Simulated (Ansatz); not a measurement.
# BH4 (doublet): the correlation ladder at distance B1–H4 along a hydrogen transfer = 1.493 Å, cc-pVDZ

Aim: climb from Hartree-Fock through coupled cluster and multireference methods for BH4 (doublet) at one geometry and basis, and see what each rung misses.

Computed with Ansatz 0.2.0, Gaussian basis. Level: cc-pVDZ, core rule «outside noble gas», up to 1 orbitals frozen.

The runs, in order: UHF; CCSD(T) on ROHF; CCSD(T) on UHF; BCCD(T) on ROHF; CISD; CCSDT(Q) on ROHF; CCSDT(Q) on UHF; CCSDTQ on ROHF; CCSDTQ on UHF; CASSCF and MRCISD+Q, 3 electrons in 3 orbitals; CASSCF and NEVPT2, 3 electrons in 3 orbitals; CASSCF and MRCISD+Q, 7 electrons in 8 orbitals; CASSCF and NEVPT4(SD), 7 electrons in 8 orbitals; CASSCF and NEVPT2, 7 electrons in 8 orbitals; Full CI.

6 further runs of the same task are left out: 6 for a known fault of the program.

### 1 The system

The geometry derives from fragments relaxed apart (PBE0/def2-TZVP) and kept rigid, so it is no stationary point. A hydrogen atom is moved between rigid fragments.

5 atoms, charge 0, spin multiplicity 2.

Atoms are counted from 1 here; the program's logs count them from 0.

Bond lengths: B1–H2 1.193 Å, B1–H3 1.193 Å. Angles: H2–B1–H3 120.0°.

### 2 UHF

The input, in.yaml:

```yaml
crystal:
  periodic: [false, false, false]
  atoms:
    - {symbol: B, position_ang: [-0.187598, 0.000000, 0.000000]}
    - {symbol: H, position_ang: [-0.784331, 1.033571, 0.000000]}
    - {symbol: H, position_ang: [-0.784331, -1.033571, 0.000000]}
    - {symbol: H, position_ang: [1.305402, 0.000000, 0.000000]}
    - {symbol: H, position_ang: [2.275402, 0.000000, 0.000000]}
basis:
  gaussian: {orbitals: cc-pVDZ}
magnetization: {spin_polarized: true, initial_magnetization: 1}
hamiltonian: {xc: hf}
output: {orbitals: {seedname: orbitals}}
```

Run with:

```console
$ ansatz run in.yaml --threads 1 --pin off --events-out ev --progress --plain --max-ram 2816MiB --backend cpu
```

Further steps of the session: CCSD(T) on ROHF; CCSD(T) on UHF; BCCD(T) on ROHF; CISD; CCSDT(Q) on ROHF; CCSDT(Q) on UHF; CCSDTQ on ROHF; CCSDTQ on UHF; CASSCF and MRCISD+Q, 3 electrons in 3 orbitals; CASSCF and NEVPT2, 3 electrons in 3 orbitals; CASSCF and MRCISD+Q, 7 electrons in 8 orbitals; CASSCF and NEVPT4(SD), 7 electrons in 8 orbitals; CASSCF and NEVPT2, 7 electrons in 8 orbitals; Full CI.

Q: Predict the results of all the runs planned. Wanted: FCI below the RHF energy; RMP2 from FCI; UMP2 from FCI; RCCSD from FCI; RCCSD(T) from FCI; UCCSD(T) from FCI; RCCSDT(Q) from FCI; UCCSDT(Q) from FCI; NEVPT2 pair from FCI.

**Answer**, as computed:

| quantity | value |
| --- | --- |
| FCI below the RHF energy | -3.8500 eV |
| RMP2 from FCI | +81.3 kJ/mol |
| UMP2 from FCI | +84.2 kJ/mol |
| RCCSD from FCI | +7.5 kJ/mol |
| RCCSD(T) from FCI | +1.6 kJ/mol |
| UCCSD(T) from FCI | +1.7 kJ/mol |
| RCCSDT(Q) from FCI | 0.0 kJ/mol |
| UCCSDT(Q) from FCI | 0.0 kJ/mol |
| NEVPT2 pair from FCI | +74.4 kJ/mol |
| MRCISD+Q pair from FCI | -0.5 kJ/mol |
| NEVPT2 valence from FCI | +59.1 kJ/mol |
| levels within 1 kcal/mol (43 meV) | RCCSD(T), UCCSD(T), BCCD(T), RCCSDT, UCCSDT, RCCSDT(Q), UCCSDT(Q), RCCSDTQ, UCCSDTQ, MRCISD+Q pair, MRCISD+Q valence |
| T1 diagnostic | 0.022 |
| effectively unpaired electrons | 1.03 |

In words: RCCSD(T) misses by +1.6 kJ/mol, 0.4 % of the correlation energy. MRCISD+Q pair falls below full CI: the +Q correction isn't variational, and the cores differ from full CI's. One determinant dominates. Of the multireference levels listed MRCISD+Q pair comes nearest in total energy (-0.5 kJ/mol), which doesn't show that its space is the better one. These misses are within one basis, not against nature; the frozen cores of restricted and unrestricted runs differ, which can shift their rows.
